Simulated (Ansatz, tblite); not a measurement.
**The cluster RuCl₃: rung by rung**

Aim: run the doublet of the cluster RuCl₃ at one geometry on many levels, and compare frontier levels, spin and run time.

Program: Ansatz 0.2.0, Gaussian basis. Level of theory: as each input shows. These are calculated values, not measurements.

Levels to be run: GFN1-xTB, GFN2-xTB, PBE-D4/def2-TZVP, r2SCAN-D4/def2-TZVP, B2PLYP/def2-TZVP, PBE-QIDH/def2-TZVP, ωB97X-V/def2-TZVP, r2SCAN0-D4/def2-TZVP, LDA/def2-TZVP, PBE+5HF/def2-TZVP, PBE+10HF/def2-TZVP, PBE+15HF/def2-TZVP, PBE+35HF/def2-TZVP, PBE+50HF/def2-TZVP, PBE-D4/def2-SVP, PBE0-D4/def2-SVP, PBE0-D4/def2-TZVPD, PBE-D4/def2-TZVPD, r2SCAN-D4/def2-TZVPD, RPA/def2-TZVP.

6 further runs of the same task are left out: 2 for a known fault of the program, 4 set aside as unsound or not needed.

### 1 The structure

The geometry is that of the doublet, from an earlier relaxation (r2SCAN-D4/def2-SVP). At that level it is the lowest of the isomers that a small search found.

4 atoms, charge 0, spin multiplicity 2.

Bond lengths: Ru1–Cl2 2.220 Å, Ru1–Cl3 2.221 Å, Ru1–Cl4 2.220 Å. Angles: Cl2–Ru1–Cl3 119.2°, Cl2–Ru1–Cl4 119.2°, Cl3–Ru1–Cl4 119.7°.

Ru takes a core potential in the def2 sets. No spin-orbit coupling is included.

PBE0-D4/def2-TZVP was run before; its log isn't repeated, and its numbers join the tables.

### 2 GFN1-xTB

Tight binding, by tblite at 300 K electronic temperature and without a spin-polarisation term:

```python
tblite.interface.Calculator('GFN1-xTB', numbers, positions, charge=0, uhf=1).singlepoint()
```

Energy -439.0234 eV; 0.006 s.

### 3 GFN2-xTB

Tight binding, by tblite at 300 K electronic temperature and without a spin-polarisation term:

```python
tblite.interface.Calculator('GFN2-xTB', numbers, positions, charge=0, uhf=1).singlepoint()
```

Energy -459.6849 eV; 0.01 s.

### 4 PBE-D4/def2-TZVP

start.molden holds the orbitals of an earlier run on this state, given as this run's starting guess.

The input, in.yaml:

```yaml
crystal:
  periodic: [false, false, false]
  atoms:
    - {symbol: Ru, position_ang: [-0.095858, 0.089915, 0.021632]}
    - {symbol: Cl, position_ang: [-1.471394, -1.614619, -0.338181]}
    - {symbol: Cl, position_ang: [0.754591, 1.181770, -1.714838]}
    - {symbol: Cl, position_ang: [0.812661, 0.342935, 2.031387]}
basis:
  gaussian: {orbitals: def2-TZVP, initial_orbitals: start.molden}
magnetization: {spin_polarized: true, initial_magnetization: 1}
hamiltonian: {xc: pbe, dispersion: d4}
scf: {omitted_lower_state_checks: [starts]}
output: {orbitals: {seedname: orbitals}}
```

On the command line:

```console
$ ansatz run in.yaml --threads 4 --pin off --events-out ev --progress --plain --max-ram 3916MiB
```

The runs that follow: r2SCAN-D4/def2-TZVP; B2PLYP/def2-TZVP; PBE-QIDH/def2-TZVP; ωB97X-V/def2-TZVP; r2SCAN0-D4/def2-TZVP; LDA/def2-TZVP; PBE+5HF/def2-TZVP; PBE+10HF/def2-TZVP; PBE+15HF/def2-TZVP; PBE+35HF/def2-TZVP; PBE+50HF/def2-TZVP; PBE-D4/def2-SVP; PBE0-D4/def2-SVP; PBE0-D4/def2-TZVPD; PBE-D4/def2-TZVPD; r2SCAN-D4/def2-TZVPD; RPA/def2-TZVP.

**Question.** What will the summary of the whole plan be? Wanted: gap in def2-TZVP, named functionals, smallest and largest; gap over the share of exact exchange; binding an atom, functionals in def2-TZVP; ⟨S²⟩ in def2-TZVP, named functionals, smallest and largest; PBE0 total energy, smallest basis above largest.

As calculated:

| quantity | value |
| --- | --- |
| gap in def2-TZVP, named functionals, smallest and largest | 0.13 eV (LDA), 7.43 eV (ωB97X-V) |
| gap over the share of exact exchange | 0.49 eV at 0, 1.46 eV at 0.1 |
| binding an atom, functionals in def2-TZVP | 2.33 (PBE-QIDH) to 3.25 eV (LDA) |
| ⟨S²⟩ in def2-TZVP, named functionals, smallest and largest | 0.820, 1.588 |
| PBE0 total energy, smallest basis above largest | 13.74 eV (def2-SVP, def2-TZVPD) |

Orbital gaps of the named functionals in def2-TZVP span 0.13 eV (LDA) to 7.43 eV (ωB97X-V); exact exchange widens it. Raising the share of exact exchange from 0 to 0.1 moves the HOMO by -0.73 eV and the LUMO by +0.24 eV. Over the named functionals in def2-TZVP spin contamination reaches 0.84 (r2SCAN0-D4), so some levels may describe another state.
